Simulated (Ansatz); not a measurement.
Input for Ansatz (development build ahead of 0.2.0):

```yaml
crystal:
  periodic: [false, false, false]
  atoms:
    - { symbol: P, position_ang: [-0.05305, 0.05177, -1.42971] }
    - { symbol: P, position_ang: [-0.00552, -0.05657, 1.46718] }
basis:
  gaussian: { orbitals: def2-SVP }
hamiltonian:
  xc: hf
```

The input is written out in the form of the current development build from the run's settings.

Output:

* Converged: yes
* Total energy: -681.02365 hartree
* Spin squared of the determinant: 0.000

Caution: stretched shape with no unrestricted run beside it, a lower state can exist.
